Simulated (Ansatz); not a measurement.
# BCl2 (doublet): wave-function methods side by side at distance B1–Cl2 = 1.409 Å, cc-pVDZ

Aim: climb from Hartree-Fock through coupled cluster and multireference methods for BCl2 (doublet) at one geometry and basis, and see what each rung misses.

Method: cc-pVDZ, core rule «outside noble gas», up to 11 orbitals frozen; program: Ansatz 0.2.0, Gaussian basis.

The runs, in order: UHF; CCSD(T) on ROHF; CCSD(T) on UHF; BCCD(T) on ROHF; CISD; CCSDT(Q) on ROHF; CCSDT(Q) on UHF; CASSCF and MRCISD+Q, 3 electrons in 3 orbitals; CASSCF and NEVPT2, 3 electrons in 3 orbitals.

36 further runs of the same task are left out: 12 for a known fault of the program, 1 for a mislabelled method, 18 that didn't finish, 5 set aside as unsound or not needed.

## Step 1: The geometry

The geometry derives from a PBE0/def2-TZVP stationary point (not a proven minimum). One bond is set to the value named and the two fragments are kept rigid.

3 atoms, charge 0, spin multiplicity 2.

Atoms are counted from 1 here; the program's logs count them from 0.

Bond lengths: B1–Cl2 1.409 Å, B1–Cl3 1.720 Å. Angles: Cl2–B1–Cl3 125.4°.

## Step 2: UHF

in.yaml

```yaml
crystal:
  periodic: [false, false, false]
  atoms:
    - {symbol: B, position_ang: [0.000000, -0.622255, -0.119911]}
    - {symbol: Cl, position_ang: [0.000000, 0.023601, -1.372169]}
    - {symbol: Cl, position_ang: [0.000000, 0.166149, 1.408735]}
basis:
  gaussian: {orbitals: cc-pVDZ}
magnetization: {spin_polarized: true, initial_magnetization: 1}
hamiltonian: {xc: hf}
output: {orbitals: {seedname: orbitals}}
```

Started as:

```bash
$ ansatz run in.yaml --threads 1 --pin off --events-out ev --progress --plain --max-ram 2393MiB
```

Further steps of the session: CCSD(T) on ROHF; CCSD(T) on UHF; BCCD(T) on ROHF; CISD; CCSDT(Q) on ROHF; CCSDT(Q) on UHF; CASSCF and MRCISD+Q, 3 electrons in 3 orbitals; CASSCF and NEVPT2, 3 electrons in 3 orbitals.

Before running them: what should the planned runs give, taken together? Wanted: UCCSDT(Q) below the RHF energy; RMP2 from UCCSDT(Q); UMP2 from UCCSDT(Q); RCCSD from UCCSDT(Q); RCCSD(T) from UCCSDT(Q); UCCSD(T) from UCCSDT(Q); RCCSDT(Q) from UCCSDT(Q); NEVPT2 pair from UCCSDT(Q); T1 diagnostic.

The runs gave:

```
                         quantity                                                   value
   UCCSDT(Q) below the RHF energy                                             -10.0096 eV
              RMP2 from UCCSDT(Q)                                              +989.9 meV
              UMP2 from UCCSDT(Q)                                              +992.6 meV
             RCCSD from UCCSDT(Q)                                              +286.1 meV
          RCCSD(T) from UCCSDT(Q)                                               +38.4 meV
          UCCSD(T) from UCCSDT(Q)                                               +38.5 meV
         RCCSDT(Q) from UCCSDT(Q)                                                +1.5 meV
       NEVPT2 pair from UCCSDT(Q)                                             +1020.9 meV
levels within 1 kcal/mol (43 meV)  RCCSD(T), UCCSD(T), BCCD(T), RCCSDT, UCCSDT, RCCSDT(Q)
                    T1 diagnostic                                                   0.015
```

**Reading.** RCCSD(T) misses by +38.4 meV, 0.4 % of the correlation energy. These misses are within one basis, not against nature; the frozen cores of restricted and unrestricted runs differ, which can shift their rows.
